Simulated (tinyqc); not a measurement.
Inside a calculation. Method: harmonic frequencies on the UHF/sto-3g surface (energies and gradients from PySCF), for BH, spin multiplicity 3. Computed by tinyqc, a small Python program that keeps every step (integrals from PySCF). Settings: charge = 0, multiplicity = 3, basis = sto-3g, delta = 0.005. Command: `OMP_NUM_THREADS=1 python tinyqc.py 21283 21284 out.jsonl` (the two numbers bound the seeds that draw the settings). One thread of a shared host (Intel(R) Xeon(R) Processor @ 2.60GHz), about 2 s of CPU time with the checks.

## One row of the Hessian: 2Hz

optimised positions (bohr), order 1B, 2H:
```
[[0.000000, 0.000000, 0.145343],
 [0.000000, 0.000000, 2.328309]]
```

gradient at +delta (hartree/bohr), order 1B, 2H:
```
[[0.00000000, 0.00000000, -0.00182393],
 [0.00000000, 0.00000000, 0.00182393]]
```

gradient at -delta (hartree/bohr), order 1B, 2H:
```
[[0.00000000, 0.00000000, 0.00183995],
 [0.00000000, 0.00000000, -0.00183995]]
```

Displace 2Hz by +/-0.005 bohr; H(k, :) = (g(+) - g(-)) / (2 delta).

row of the Hessian (hartree/bohr^2): [0.00000000, 0.00000000, -0.36638823, 0.00000000, 0.00000000, 0.36638823]

## Hessian by finite differences

All rows are made in the same way, and the matrix is symmetrised.

Hessian (symmetrised) (hartree/bohr^2), order 1Bx, 1By, 1Bz, 2Hx, 2Hy, 2Hz:
```
[[0.00000216, 0.00000000, 0.00000000, -0.00000216, 0.00000000, 0.00000000],
 [0.00000000, 0.00000216, 0.00000000, 0.00000000, -0.00000216, 0.00000000],
 [0.00000000, 0.00000000, 0.36638823, 0.00000000, 0.00000000, -0.36638823],
 [-0.00000216, 0.00000000, 0.00000000, 0.00000216, 0.00000000, 0.00000000],
 [0.00000000, -0.00000216, 0.00000000, 0.00000000, 0.00000216, 0.00000000],
 [0.00000000, 0.00000000, -0.36638823, 0.00000000, 0.00000000, 0.36638823]]
```

## Normal modes

masses (u): [11.009305, 2.014102]

Diagonalise H_ij / sqrt(m_i m_j); the 5 smallest eigenvalues belong to translations and rotations; wavenumber = sqrt(eigenvalue / 1822.888) x 219474.63; each mode has its largest component positive (the first on a tie); zero-point energy = sum of wavenumbers / 2, with 349.755 1/cm per kcal/mol. A mass of 2.014 u marks deuterium.

eigenvalues of the mass-weighted Hessian (hartree/(bohr^2 u)): [0.000000, 0.000000, 0.000000, 0.000001, 0.000001, 0.215191]

harmonic wavenumbers of the vibrations (1/cm): [2384.6]

mass-weighted modes, order 1Bx, 1By, 1Bz, 2Hx, 2Hy, 2Hz:
```
[[0.000000],
 [0.000000],
 [-0.393259],
 [0.000000],
 [0.000000],
 [0.919428]]
```

zero-point energy = 3.408966 kcal/mol
